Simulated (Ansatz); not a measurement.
**Energy profile**

The step: BSiH₅ ([BH2][SiH3]) + NH₃ → BNH₄ ([BH2][NH2]) + SiH₄; bonds formed: Si2–H5; dative contacts that become bonds: B1–N6; bonds broken: B1–Si2, H5–N6 (atoms numbered as in the saddle structure below).

```xyz
11
angstrom
B -0.7059 -0.3957 -0.2639
Si 1.3824 -0.4563 0.4124
H -1.1721 -1.0691 0.6147
H -0.5335 -0.9034 -1.3388
H 0.0088 0.7280 0.0664
N -1.2474 1.0773 -0.3154
H 2.4233 0.1490 -0.4675
H 1.6807 -0.0447 1.8145
H 1.4825 -1.9347 0.3195
H -1.3971 1.4932 -1.2183
H -1.9216 1.3565 0.3763
```

Electronic energies by CCSD(T) at an estimated basis limit (MP2 extrapolated from triple and quadruple zeta, plus CCSD(T) − MP2 in triple zeta), on PBE0-D4/def2-TZVP structures; BSiNH8, closed shell; no counterpoise correction. Computed with Ansatz 0.2.0 (basis: def2-TZVPP and def2-QZVPP); correlated methods freeze the cores. Extrapolation: Hartree–Fock as exp(−7.88 √X), correlation as X^−2.97.

(1) Give the profile in kcal/mol, counted from the separated reactants. (An estimate is asked for; the value comes from the calculation.)

The T1 diagnostic stays at or below 0.013. The end structure is not quite a true minimum (one mode of 50i cm⁻¹).

Results:

(1) Computed:
```json
{"point": "separated: BSiH5 (linked as [BH2][SiH3]; B1, Si2, H3, H4, H7, H8, H9; singlet) + NH3 (H5, N6, H10, H11; singlet)", "kcal/mol": "0.00"}
{"point": "start structure", "kcal/mol": "-34.23"}
{"point": "saddle", "kcal/mol": "7.88"}
{"point": "end structure", "kcal/mol": "-40.91"}
{"point": "separated: BNH4 (linked as [BH2][NH2]; B1, H3, H4, N6, H10, H11; singlet) + SiH4 (Si2, H5, H7, H8, H9; singlet)", "kcal/mol": "-40.12"}
```

For scale, one of the runs: CCSD(T)/def2-TZVPP, 216 basis functions, launched by `ansatz run in.yaml --threads 2 --pin off --events-out ev --progress --plain --max-ram 4352MiB`. Time: 77 s of wall clock on 2 CPU threads of an Intel Xeon Platinum 8259CL; the host was shared. Peak host memory: 3.1 GiB.
